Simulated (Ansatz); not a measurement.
Born–Oppenheimer molecular dynamics of CH6BN (9 atoms, charge 0, multiplicity 1). It starts from a relaxed structure.

Level of theory: RKS PBE-D4/cc-pVDZ (Ansatz).

```
ensemble                      : NVE (velocity Verlet)
time step                     : 0.5 fs
steps asked                   : 250
starting velocities drawn for : 1500 K
masses                        : H 2.014 u
seed                          : 629386
```

First frame:

```xyz
9
Properties=species:S:1:pos:R:3
B -0.080 0.152 0.003
C -0.043 -0.073 1.564
H -1.013 -0.374 2.013
H 0.709 -0.849 1.828
H 0.300 0.850 2.082
H 0.921 0.483 -0.613
N -1.255 -0.017 -0.742
H -2.145 -0.292 -0.323
H -1.308 0.122 -1.750
```

How far do the bonds stretch over the last three quarters of this one trajectory? (Pairs bonded in most of those frames.)


```json
{"bond": "B1–C2", "mean (Å)": "1.584", "spread (Å)": "0.033", "shortest": "1.50", "longest": "1.63"}
{"bond": "B1–H6", "mean (Å)": "1.239", "spread (Å)": "0.071", "shortest": "1.13", "longest": "1.34"}
{"bond": "B1–N7", "mean (Å)": "1.410", "spread (Å)": "0.033", "shortest": "1.35", "longest": "1.47"}
{"bond": "C2–H3", "mean (Å)": "1.128", "spread (Å)": "0.046", "shortest": "1.05", "longest": "1.20"}
{"bond": "C2–H4", "mean (Å)": "1.143", "spread (Å)": "0.097", "shortest": "0.99", "longest": "1.30"}
{"bond": "C2–H5", "mean (Å)": "1.120", "spread (Å)": "0.040", "shortest": "1.06", "longest": "1.19"}
{"bond": "N7–H8", "mean (Å)": "1.028", "spread (Å)": "0.038", "shortest": "0.97", "longest": "1.09"}
{"bond": "N7–H9", "mean (Å)": "1.024", "spread (Å)": "0.025", "shortest": "0.98", "longest": "1.06"}
```

Mean temperature of the second half: 776 K. The conserved energy stayed within 0.82 meV per atom of its start (net change 0.37 meV per atom), so the integration is sound. Over the second half the temperature averaged 0.52 of the 1500 K drawn at the start: a run that starts near a minimum puts about half its kinetic energy into the potential. A run of 0.12 ps of so small a system gives no equilibrium averages.

Time of the run: 6.5 min on 1 thread of Arm Neoverse V1, with other jobs on the host, peak memory 0.12 GiB.
